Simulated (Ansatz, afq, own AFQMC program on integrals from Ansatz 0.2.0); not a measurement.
# Where AFQMC and coupled cluster stand for GeH⁺, singlet

```
atom   x (Å)   y (Å)   z (Å)
  Ge  0.0000  0.0000  0.0000
   H  0.0000  0.0000  1.7410
```

Basis cc-pVTZ. Only valence electrons are correlated. Ansatz 0.2.0 and our own AFQMC program on the same integrals; the CISD trial comes from CCSD amplitudes, and released means the phaseless constraint is let go. Uncertainties: one standard error, sampling alone. No spin–orbit coupling.

Determinant: RHF, the one that the program's search chose, which needn't be the lowest solution. The geometry is a point of a scan.

No full CI on the walks' own integrals is used here; CCSDT(Q) serves as the reference and is uncertain by about the last step of the cluster series.

Cautions: no relativity below Rb; no spin-orbit coupling; inner d shell frozen; released walk and highest rung disagree (by 12 meV at 1.50 1/Eh).

```
T1 diagnostic                               : 0.0119
weight of the determinant in the CISD state : 0.927
size of the correlated space                : 4 electrons in 43 orbitals
```

```tsv
level	correlation energy (eV)
MP2	-1.7915
CCSD	-2.3574
CCSD(T)	-2.3984
```

(1) Estimate where AFQMC with the constraint released lies against CCSD(T) on the same integrals.

(1) 0.1 ± 0.3 kJ/mol above CCSD(T). The gap is under twice the noise, so this walk alone can't tell the two apart.

Reference: CCSDT(Q), correlation energy -2.409 eV. The released energy is read at 1.50 1/Eh (meV from the phaseless value at times in 1/Eh: 0 ± 4 at 0.24, 1 ± 3 at 0.50, -2 ± 4 at 1.00, 2 ± 4 at 1.50).

```
         level  E − E(reference) (kJ/mol)  share of correlation (%)
       CCSD(T)                        1.1                     99.55
         CCSDT                        0.1                     99.94
 ph-AFQMC/CISD                  1.0 ± 0.3                     99.57
released AFQMC                  1.2 ± 0.3                     99.49
```

A walk keeps the symmetry of its determinant, which the program's search chose and which needn't be the lowest solution, so a lower state of the same spin and another symmetry isn't excluded. Released energies are given only where the last usable release times agree within the noise; a slower fall can still hide under it.
